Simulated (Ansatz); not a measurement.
Input file:

```yaml
crystal:
  periodic: [false, false, false]
  atoms:
    - {symbol: Si, position_ang: [0.000000, -0.083231, 0.527232]}
    - {symbol: C, position_ang: [0.000000, 0.076222, -1.305753]}
    - {symbol: H, position_ang: [0.000000, 1.410897, 0.868536]}
basis:
  gaussian: {orbitals: def2-SVP}
magnetization: {spin_polarized: false, initial_magnetization: 3}
correlation: {active_space: {ras: {orbitals: [3, 3, 25], electrons: 9, max_holes: 2, max_particles: 2}, fixed_orbitals: true}}
```

```sh
$ ansatz run in.yaml --threads 1 --pin off --events-out ev --progress --plain --max-ram 2393MiB
```

The program prints:

```
363 factors; integrals over basis functions are off by at most 1.2e-3 eV
mean field evaluation 1: about -8898.0263 eV, gradient 9.4e0 eV
mean field evaluation 2: about -8898.0270 eV, gradient 9.4e0 eV
mean field evaluation 4: about -8899.0590 eV, gradient 3.1e0 eV
mean field evaluation 8: about -8899.6693 eV, gradient 1.4e0 eV
mean field evaluation 16: about -8899.7738 eV, gradient 2.0e-4 eV
mean field evaluation 32: about -8899.6648 eV, gradient 1.5e0 eV
mean field evaluation 64: about -8897.6387 eV, gradient 1.2e-6 eV
mean field -8899.77377932 eV, -327.0606539067 hartree, gradient 2.2e-6 eV, S^2 3.750000; 8 other end points of the search recorded, 0 dependent functions left out
reference -8899.77377932 eV, -327.0606539067 hartree; 12, 9 occupied and 25, 28 virtual orbitals, 363 factors
state -8904.25749302 eV, -327.2254273459 hartree
Total energy: -8904.25749302 eV, -327.2254273459 hartree
```

Ran on 1 thread of AMD EPYC 9R14, shared host: 1.5 s wall, 0.1 GiB peak host memory.
